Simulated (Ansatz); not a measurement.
# CH4BO with multiplicity 2: rotation by 120° about the B1–C2 bond

Aim: the minimum-energy path and barrier of the rotation by 120° about the B1–C2 bond. The ends are relaxed first, then joined by a nudged elastic band. SMILES of the start: [BH]CO.

All numbers below are computed with Ansatz 0.2.0 (UKS PBE-D4/def2-mTZVP).

## Step 1: The starting structure

Bond lengths: B1–C2 1.553 Å, C2–O3 1.427 Å, B1–H4 1.162 Å, C2–H5 1.105 Å, C2–H6 1.105 Å, O3–H7 0.963 Å. Angles: B1–C2–O3 115.9°, B1–C2–H5 108.4°, B1–C2–H6 108.4°, O3–C2–H5 109.0°, O3–C2–H6 109.0°, H5–C2–H6 105.7°, C2–B1–H4 124.4°, C2–O3–H7 109.3°.

Coordinates:

```xyz
7

B    -1.3496   -0.2626   -0.3960
C     0.1049    0.0771    0.0288
O     0.9438   -1.0385    0.3272
H    -2.1544    0.5288   -0.6708
H     0.5727    0.6743   -0.7753
H     0.0637    0.7424    0.9108
H     1.8190   -0.7216    0.5753
```

## Step 2: Relaxing end A

Contents of input.yaml:

```yaml
crystal:
  periodic: [false, false, false]
  atoms:
    - { symbol: B, position_ang: [-1.34959, -0.26255, -0.39602] }
    - { symbol: C, position_ang: [0.10492, 0.0771, 0.02884] }
    - { symbol: O, position_ang: [0.94376, -1.03847, 0.32719] }
    - { symbol: H, position_ang: [-2.1544, 0.5288, -0.67079] }
    - { symbol: H, position_ang: [0.57267, 0.67432, -0.77531] }
    - { symbol: H, position_ang: [0.06368, 0.74237, 0.91079] }
    - { symbol: H, position_ang: [1.81897, -0.72157, 0.57529] }
magnetization:
  spin_polarized: true
  initial_magnetization: 1
basis:
  gaussian: { orbitals: def2-mTZVP }
hamiltonian:
  xc: pbe
  dispersion: d4
relax:
  f_tol: 0.015
  max_steps: 40
```

The run is started by

```console
ansatz run input.yaml --threads 1 --pin off --max-ram 2048MiB --backend cpu --events-out ev --progress --plain --runs-dir out
```

Standard output (excerpt; [...] marks lines left out):

```text
Warning: RAYON_NUM_THREADS=1 ignored (pool sized by the plan → 1); use --threads N
[...]
Functional definition: PBE
[...]
686 factors; their error is unknown
[...]
mean field -3818.69487212 eV, -140.3344481460 hartree, gradient 1.3e-5 eV, S^2 0.752076; 0 other end points of the search recorded, 0 dependent functions left out
[...]
reference -3818.69491368 eV, -140.3344496734 hartree; 12, 11 occupied and 62, 63 virtual orbitals, 686 factors
relax step   1: F+E_penalty+E_count = -3818.77493161 eV  Δ(F+E_penalty+E_count) = +0.000e0 eV  max|allowed force component| = 1.072e0 eV/Å  Δτ_max = 0.0000 Å  (30 SCF iters, accepted)
[...]
relax step   3: F+E_penalty+E_count = -3818.82599244 eV  Δ(F+E_penalty+E_count) = -4.468e-3 eV  max|allowed force component| = 4.690e-2 eV/Å  Δτ_max = 0.0087 Å  (31 SCF iters, accepted)
[...]
relax step   4: F+E_penalty+E_count = -3818.82605574 eV  Δ(F+E_penalty+E_count) = -6.329e-5 eV  max|allowed force component| = 1.348e-2 eV/Å  Δτ_max = 0.0024 Å  (25 SCF iters, accepted)
686 factors; their error is unknown
mean field -3818.74588917 eV, -140.3363229882 hartree, gradient 1.4e-5 eV, S^2 0.752074; 1 other end points of the search recorded, 0 dependent functions left out
[...]
reference -3818.74593070 eV, -140.3363245142 hartree; 12, 11 occupied and 62, 63 virtual orbitals, 686 factors
Total energy: -3818.82609726 eV, -140.3392705810 hartree
Atom 0 at    -1.321087    -0.257605    -0.387590 Å, force    -0.003361     0.001878    -0.001147 eV/Å
Atom 1 at     0.119978     0.063032     0.033667 Å, force     0.006854    -0.013482     0.002919 eV/Å
Atom 2 at     0.949608    -1.068161     0.329260 Å, force    -0.002595     0.009088    -0.001440 eV/Å
Atom 3 at    -2.169576     0.538716    -0.675432 Å, force     0.005188    -0.000151     0.001611 eV/Å
Atom 4 at     0.549782     0.692902    -0.783371 Å, force    -0.001092     0.000619    -0.001205 eV/Å
Atom 5 at     0.041338     0.760718     0.903232 Å, force    -0.001325     0.000654     0.000161 eV/Å
Atom 6 at     1.829968    -0.729603     0.580224 Å, force    -0.003669     0.001394    -0.000898 eV/Å
Dipole moment:     0.235793     0.461713     0.052205 e Å
```

Wall time 12 s (1 thread of AMD EPYC 7R43 (Zen 3), shared host); peak memory 0.15 GiB.

Relaxation path:

| step | energy from step 1 (eV) | largest force component (eV/Å) |
| --- | --- | --- |
| 1 | 0.0000 | 1.0717 |
| 2 | -0.0466 | 0.3669 |
| 3 | -0.0511 | 0.0469 |
| 4 | -0.0511 | 0.0135 |

Step 1 is the start.

After: Bond lengths: B1–C2 1.535 Å, C2–O3 1.434 Å, B1–H4 1.199 Å, C2–H5 1.118 Å, C2–H6 1.118 Å, O3–H7 0.976 Å. Angles: B1–C2–O3 115.8°, B1–C2–H5 106.1°, B1–C2–H6 106.1°, O3–C2–H5 111.9°, O3–C2–H6 111.9°, H5–C2–H6 104.1°, C2–B1–H4 126.3°, C2–O3–H7 107.5°.

## Step 3: End point B

The second end starts from a geometry with the move made by hand.

Contents of input.yaml:

```yaml
crystal:
  periodic: [false, false, false]
  atoms:
    - { symbol: B, position_ang: [-1.34959, -0.26255, -0.39602] }
    - { symbol: C, position_ang: [0.10492, 0.0771, 0.02884] }
    - { symbol: O, position_ang: [0.24042, 0.88264, 1.19927] }
    - { symbol: H, position_ang: [-2.1544, 0.5288, -0.67079] }
    - { symbol: H, position_ang: [0.65483, -0.87022, 0.17819] }
    - { symbol: H, position_ang: [0.60529, 0.58387, -0.8167] }
    - { symbol: H, position_ang: [1.1754, 1.03203, 1.37667] }
magnetization:
  spin_polarized: true
  initial_magnetization: 1
basis:
  gaussian: { orbitals: def2-mTZVP }
hamiltonian:
  xc: pbe
  dispersion: d4
relax:
  f_tol: 0.015
  max_steps: 40
```

The run is started by

```console
ansatz run input.yaml --threads 1 --pin off --max-ram 2048MiB --backend cpu --events-out ev --progress --plain --runs-dir out
```

Standard output (excerpt; [...] marks lines left out):

```text
Warning: RAYON_NUM_THREADS=1 ignored (pool sized by the plan → 1); use --threads N
[...]
Functional definition: PBE
[...]
686 factors; their error is unknown
[...]
mean field -3818.44471659 eV, -140.3252550998 hartree, gradient 3.8e-5 eV, S^2 0.751730; 0 other end points of the search recorded, 0 dependent functions left out
[...]
reference -3818.44475721 eV, -140.3252565926 hartree; 12, 11 occupied and 62, 63 virtual orbitals, 686 factors
relax step   1: F+E_penalty+E_count = -3818.52522992 eV  Δ(F+E_penalty+E_count) = +0.000e0 eV  max|allowed force component| = 1.024e0 eV/Å  Δτ_max = 0.0000 Å  (31 SCF iters, accepted)
[...]
relax step   3: F+E_penalty+E_count = -3818.71457366 eV  Δ(F+E_penalty+E_count) = +2.467e-2 eV  max|allowed force component| = 1.097e0 eV/Å  Δτ_max = 0.1942 Å  (35 SCF iters, rejected (line search))
[...]
mean field -3818.73436037 eV, -140.3358993126 hartree, gradient 2.2e-5 eV, S^2 0.752224; 1 other end points of the search recorded, 0 dependent functions left out
[...]
reference -3818.73440167 eV, -140.3359008301 hartree; 12, 11 occupied and 62, 63 virtual orbitals, 686 factors
Total energy: -3818.81484170 eV, -140.3388569469 hartree
Atom 0 at    -1.243194    -0.069803    -0.644311 Å, force     0.007783    -0.004815     0.008154 eV/Å
Atom 1 at     0.151471     0.111956    -0.023948 Å, force    -0.002478    -0.003773    -0.010628 eV/Å
Atom 2 at     0.199681     0.985549     1.123213 Å, force    -0.000163     0.003246     0.008459 eV/Å
Atom 3 at    -2.321219     0.367021    -0.363800 Å, force     0.005347     0.000308    -0.003089 eV/Å
Atom 4 at     0.535249    -0.906948     0.217278 Å, force    -0.008614     0.003522    -0.002177 eV/Å
Atom 5 at     0.827945     0.462831    -0.837703 Å, force    -0.003005     0.001276    -0.000133 eV/Å
Atom 6 at     1.126937     1.021065     1.428732 Å, force     0.001131     0.000237    -0.000585 eV/Å
Dipole moment:     0.372648    -0.093755    -0.017133 e Å
```

Wall time 31 s (1 thread of AMD EPYC 7R43 (Zen 3), shared host); peak memory 0.15 GiB.

Step by step:

| step | energy from step 1 (eV) | largest force component (eV/Å) |
| --- | --- | --- |
| 1 | 0.0000 | 1.0241 |
| 2 | -0.2140 | 0.8219 |
| 3x | -0.1893 | 1.0967 |
| 4 | -0.2583 | 0.7381 |
| 5 | -0.2820 | 0.3027 |
| 6x | -0.2808 | 0.2048 |
| 7 | -0.2869 | 0.0363 |
| 8 | -0.2880 | 0.0744 |
| 9 | -0.2894 | 0.0135 |
| 10 | -0.2896 | 0.0106 |

Step 1 is the start. 2 steps were tried and not accepted (marked x).

After: Bond lengths: B1–C2 1.537 Å, C2–O3 1.443 Å, B1–H4 1.197 Å, C2–H5 1.115 Å, C2–H6 1.115 Å, O3–H7 0.977 Å. Angles: B1–C2–O3 115.0°, B1–C2–H5 106.9°, B1–C2–H6 107.0°, O3–C2–H5 111.7°, O3–C2–H6 111.7°, H5–C2–H6 103.7°, C2–B1–H4 132.8°, C2–O3–H7 107.6°.

## Step 4: The band

crystal.atoms is end A as relaxed above, and neb.final_atoms is end B, turned to lie on A. With 5 inner images the band has 7 in all.

Contents of input.yaml:

```yaml
crystal:
  periodic: [false, false, false]
  atoms:
    - { symbol: B, position_ang: [-1.321087, -0.257605, -0.38759] }
    - { symbol: C, position_ang: [0.119978, 0.063032, 0.033667] }
    - { symbol: O, position_ang: [0.949608, -1.068161, 0.32926] }
    - { symbol: H, position_ang: [-2.169576, 0.538716, -0.675432] }
    - { symbol: H, position_ang: [0.549782, 0.692902, -0.783371] }
    - { symbol: H, position_ang: [0.041338, 0.760718, 0.903232] }
    - { symbol: H, position_ang: [1.829968, -0.729603, 0.580224] }
magnetization:
  spin_polarized: true
  initial_magnetization: 1
basis:
  gaussian: { orbitals: def2-mTZVP }
hamiltonian:
  xc: pbe
  dispersion: d4
neb:
  order_check: false
  images: 5
  f_tol: 0.05
  max_iterations: 60
  initial_path: idpp
  final_atoms:
    - { symbol: B, position_ang: [-1.30100533, 0.40365025, -0.40565591] }
    - { symbol: C, position_ang: [0.16630975, 0.29615934, 0.03977557] }
    - { symbol: O, position_ang: [0.64671516, -1.04978434, 0.237547] }
    - { symbol: H, position_ang: [-2.14376758, -0.41460584, -0.63335811] }
    - { symbol: H, position_ang: [0.77632953, 0.84489715, -0.71547511] }
    - { symbol: H, position_ang: [0.27350381, 0.91169728, 0.96311192] }
    - { symbol: H, position_ang: [1.58192566, -0.99201484, 0.51404463] }
```

The run is started by

```console
ansatz run input.yaml --threads 1 --pin off --max-ram 2048MiB --backend cpu --events-out ev --progress --plain --runs-dir out
```

Standard output (excerpt; [...] marks lines left out):

```text
Warning: RAYON_NUM_THREADS=1 ignored (pool sized by the plan → 1); use --threads N
[...]
Functional definition: PBE
[...]
686 factors; their error is unknown
[...]
mean field -3818.74588656 eV, -140.3363228923 hartree, gradient 9.6e-6 eV, S^2 0.752074; 0 other end points of the search recorded, 0 dependent functions left out
[...]
reference -3818.74592809 eV, -140.3363244182 hartree; 12, 11 occupied and 62, 63 virtual orbitals, 686 factors
686 factors; their error is unknown
[...]
mean field -3818.73436215 eV, -140.3358993777 hartree, gradient 2.0e-5 eV, S^2 0.752225; 0 other end points of the search recorded, 0 dependent functions left out
[...]
reference -3818.73440341 eV, -140.3359008943 hartree; 12, 11 occupied and 62, 63 virtual orbitals, 686 factors
NEB end point (image 0): max|allowed force component| = 1.349e-2 eV/Å (the criterion of neb.relax_end_points is 1.000e-2)
[...]
NEB iter   4: max|band force component| = 3.106e-2 eV/Å  barrier→ = 0.2773 eV  barrier← = 0.2661 eV  CI = image 3  Δτ_max = 0.0000 Å  (392 SCF iters)
Total energy: -3818.54877656 eV, -140.3290792332 hartree
Atom 0 at    -1.268368     0.174384    -0.388969 Å, force     0.007310    -0.004272     0.002945 eV/Å
Atom 1 at     0.180190     0.164709     0.048409 Å, force    -0.006590     0.028468    -0.004048 eV/Å
Atom 2 at     0.774405    -1.139960     0.277153 Å, force    -0.003601    -0.014563    -0.000685 eV/Å
Atom 3 at    -2.393573     0.256165    -0.731967 Å, force     0.001920    -0.000457     0.000551 eV/Å
Atom 4 at     0.755841     0.734142    -0.718980 Å, force    -0.001653    -0.007359     0.005382 eV/Å
Atom 5 at     0.249760     0.798546     0.963672 Å, force     0.000768    -0.007335    -0.004598 eV/Å
Atom 6 at     1.701756    -0.987987     0.550671 Å, force     0.001846     0.005519     0.000454 eV/Å
Dipole moment:     0.197579     0.353440     0.045954 e Å
this run last wrote the band of iteration 4 to <dir>
```

Wall time 60 s (1 thread of AMD EPYC 7R43 (Zen 3), shared host); peak memory 0.16 GiB.

## Step 5: Images and barrier

Images 0 and 6 are the ends. Energies count from image 0; the path length is the program's own measure over all atoms.

| image | path (Å) | energy (eV) | dihedral H4–B1–C2–O3 (°) | band force (eV/Å) |
| --- | --- | --- | --- | --- |
| 0 | 0.000 | 0.0000 | -180 | - |
| 1 | 0.249 | 0.0405 | -180 | 0.013 |
| 2 | 0.499 | 0.1665 | -180 | 0.031 |
| 3* | 0.748 | 0.2773 | -180 | 0.029 |
| 4 | 1.014 | 0.1627 | 0 | 0.015 |
| 5 | 1.281 | 0.0471 | 0 | 0.004 |
| 6 | 1.547 | 0.0113 | 0 | - |

The star marks the climbing image.

image, energy (eV) and a bar:
```
        0      0.000 
        1      0.041 ####
        2      0.166 ##################
        3      0.277 ##############################
        4      0.163 ##################
        5      0.047 #####
        6      0.011 #
```

How the highest energy settled:

| iteration | highest image above image 0 (eV) | largest band force (eV/Å) |
| --- | --- | --- |
| 1 | 0.3045 | 0.469 |
| 2 | 0.2789 | 0.271 |
| 3 | 0.2776 | 0.131 |
| 4 | 0.2773 | 0.031 |

Positions of all images (Å):

```xyz
7
image=0 dE=0.0000
B    -1.321   -0.258   -0.388
C     0.120    0.063    0.034
O     0.950   -1.068    0.329
H    -2.170    0.539   -0.675
H     0.550    0.693   -0.783
H     0.041    0.761    0.903
H     1.830   -0.730    0.580
7
image=1 dE=0.0405
B    -1.304   -0.184   -0.385
C     0.143    0.124    0.038
O     0.880   -1.085    0.308
H    -2.267    0.447   -0.701
H     0.635    0.734   -0.758
H     0.128    0.801    0.927
H     1.786   -0.837    0.571
7
image=2 dE=0.1665
B    -1.286   -0.041   -0.386
C     0.167    0.165    0.044
O     0.817   -1.108    0.290
H    -2.353    0.349   -0.723
H     0.713    0.747   -0.735
H     0.205    0.813    0.951
H     1.738   -0.926    0.560
7
image=3 dE=0.2773
B    -1.268    0.174   -0.389
C     0.180    0.165    0.048
O     0.774   -1.140    0.277
H    -2.394    0.256   -0.732
H     0.756    0.734   -0.719
H     0.250    0.799    0.964
H     1.702   -0.988    0.551
7
image=4 dE=0.1627
B    -1.252    0.396   -0.392
C     0.184    0.167    0.050
O     0.712   -1.164    0.258
H    -2.363    0.143   -0.719
H     0.790    0.723   -0.705
H     0.286    0.786    0.972
H     1.645   -1.052    0.535
7
image=5 dE=0.0471
B    -1.240    0.529   -0.393
C     0.191    0.211    0.051
O     0.609   -1.160    0.226
H    -2.278    0.020   -0.689
H     0.838    0.736   -0.690
H     0.335    0.798    0.987
H     1.546   -1.133    0.507
7
image=6 dE=0.0113
B    -1.271    0.495   -0.400
C     0.185    0.284    0.046
O     0.577   -1.094    0.217
H    -2.164   -0.263   -0.646
H     0.831    0.808   -0.696
H     0.328    0.872    0.982
H     1.513   -1.102    0.497
```

## Step 6: Frequencies at the highest image

The geometry is the highest inner image of the first converged band.

Contents of input.yaml:

```yaml
crystal:
  periodic: [false, false, false]
  atoms:
    - { symbol: B, position_ang: [-1.268368, 0.174384, -0.388969] }
    - { symbol: C, position_ang: [0.18019, 0.164709, 0.048409] }
    - { symbol: O, position_ang: [0.774405, -1.13996, 0.277153] }
    - { symbol: H, position_ang: [-2.393573, 0.256165, -0.731967] }
    - { symbol: H, position_ang: [0.755841, 0.734142, -0.71898] }
    - { symbol: H, position_ang: [0.24976, 0.798546, 0.963672] }
    - { symbol: H, position_ang: [1.701756, -0.987987, 0.550671] }
magnetization:
  spin_polarized: true
  initial_magnetization: 1
basis:
  gaussian: { orbitals: def2-mTZVP }
hamiltonian:
  xc: pbe
  dispersion: d4
phonons: {}
```

The run is started by

```console
ansatz run input.yaml --threads 1 --pin off --max-ram 2048MiB --backend cpu --events-out ev --progress --plain --runs-dir out
```

Standard output (excerpt; [...] marks lines left out):

```text
Warning: RAYON_NUM_THREADS=1 ignored (pool sized by the plan → 1); use --threads N
[...]
Functional definition: PBE
[...]
686 factors; their error is unknown
[...]
mean field -3818.46938811 eV, -140.3261617613 hartree, gradient 1.6e-5 eV, S^2 0.754374; 3 other end points of the search recorded, 0 dependent functions left out
[...]
reference -3818.46943183 eV, -140.3261633683 hartree; 12, 11 occupied and 62, 63 virtual orbitals, 686 factors
[...]
686 factors; their error is unknown
[...]
mean field -3818.46923758 eV, -140.3261562297 hartree, gradient 2.3e-6 eV, S^2 0.754375; 0 other end points of the search recorded, 0 dependent functions left out
[...]
reference -3818.46928131 eV, -140.3261578366 hartree; 12, 11 occupied and 62, 63 virtual orbitals, 686 factors
[...]
686 factors; their error is unknown
[...]
mean field -3818.46936202 eV, -140.3261608028 hartree, gradient 1.4e-6 eV, S^2 0.754374; 0 other end points of the search recorded, 0 dependent functions left out
[...]
reference -3818.46940575 eV, -140.3261624097 hartree; 12, 11 occupied and 62, 63 virtual orbitals, 686 factors
[...]
686 factors; their error is unknown
mean field -3818.46931217 eV, -140.3261589707 hartree, gradient 2.3e-6 eV, S^2 0.754362; 0 other end points of the search recorded, 0 dependent functions left out
[...]
reference -3818.46935589 eV, -140.3261605775 hartree; 12, 11 occupied and 62, 63 virtual orbitals, 686 factors
[...]
686 factors; their error is unknown
mean field -3818.46931674 eV, -140.3261591388 hartree, gradient 2.6e-6 eV, S^2 0.754386; 0 other end points of the search recorded, 0 dependent functions left out
[...]
reference -3818.46936047 eV, -140.3261607459 hartree; 12, 11 occupied and 62, 63 virtual orbitals, 686 factors
[...]
686 factors; their error is unknown
mean field -3818.46939100 eV, -140.3261618678 hartree, gradient 2.6e-6 eV, S^2 0.754375; 0 other end points of the search recorded, 0 dependent functions left out
[...]
```

## Step 7: More of the same log: vibrations at the highest image of the band

The log, continued (excerpt; [...] marks lines left out):

```text
reference -3818.46943473 eV, -140.3261634746 hartree; 12, 11 occupied and 62, 63 virtual orbitals, 686 factors
[...]
686 factors; their error is unknown
[...]
mean field -3818.46939183 eV, -140.3261618983 hartree, gradient 2.2e-6 eV, S^2 0.754373; 0 other end points of the search recorded, 0 dependent functions left out
[...]
reference -3818.46943556 eV, -140.3261635054 hartree; 12, 11 occupied and 62, 63 virtual orbitals, 686 factors
[...]
686 factors; their error is unknown
mean field -3818.46937646 eV, -140.3261613334 hartree, gradient 1.7e-6 eV, S^2 0.754370; 0 other end points of the search recorded, 0 dependent functions left out
[...]
reference -3818.46942019 eV, -140.3261629403 hartree; 12, 11 occupied and 62, 63 virtual orbitals, 686 factors
[...]
686 factors; their error is unknown
mean field -3818.46937781 eV, -140.3261613830 hartree, gradient 1.4e-6 eV, S^2 0.754378; 0 other end points of the search recorded, 0 dependent functions left out
[...]
WARN: phonons: modes at or below zero, which the zero-point energy, F, S and C_V leave out: 1, the lowest at -667.42 cm⁻¹. A minimum has none, and a first-order saddle one
Total energy: -3818.54876857 eV, -140.3290789395 hartree
Atom 0 at    -1.268368     0.174384    -0.388969 Å, force     0.007309    -0.004272     0.002947 eV/Å
Atom 1 at     0.180190     0.164709     0.048409 Å, force    -0.006660     0.028583    -0.004086 eV/Å
Atom 2 at     0.774405    -1.139960     0.277153 Å, force    -0.003565    -0.014685    -0.000669 eV/Å
Atom 3 at    -2.393573     0.256165    -0.731967 Å, force     0.001918    -0.000449     0.000549 eV/Å
Atom 4 at     0.755841     0.734142    -0.718980 Å, force    -0.001650    -0.007369     0.005381 eV/Å
Atom 5 at     0.249760     0.798546     0.963672 Å, force     0.000769    -0.007337    -0.004586 eV/Å
Atom 6 at     1.701756    -0.987987     0.550671 Å, force     0.001878     0.005530     0.000463 eV/Å
Dipole moment:     0.197572     0.353434     0.045952 e Å
Vibrations: -667.42 289.08 313.39 396.87 830.94 867.25 1032.90 1088.60 1154.30 1343.23 1368.16 2772.42 2837.13 2850.81 3620.94 cm⁻¹, zero-point energy 1.287330 eV
```

Wall time 52 s (1 thread of AMD EPYC 7R43 (Zen 3), shared host); peak memory 0.15 GiB.

Of 15 modes, 1 is imaginary by more than 30 cm⁻¹ (667i cm⁻¹).

## Step 8: Outcome

| quantity | value |
| --- | --- |
| end A | 3 moves, 0.051 eV lower |
| end B | 7 moves, 0.290 eV lower |
| barrier forwards | 0.28 eV |
| barrier backwards | 0.27 eV |
| second end relative to first | +0.011 eV |
| highest image | 3 of 0 to 6, climbing |
| band iterations | 4 |
| imaginary modes at the top | 667i cm⁻¹ |

What this shows: Along this path the system climbs 0.28 eV from the first end (11 kT at 300 K); with a typical attempt rate of 10^13 per second that is roughly 10^8 events a second. The second end lies 0.011 eV above the first, so the way back costs 0.27 eV. The listed dihedral goes from -180° at end A through -180° at the highest image to 0° at end B; the relaxed ends differ by 180° in it rather than the 120° set up, and other torsions can move along the band as well. A dihedral can also flip by an angle opening through a straight line, so this need not be a plain rotation. One imaginary mode, as a first-order saddle point has. Zero-point energy and entropy are left out.
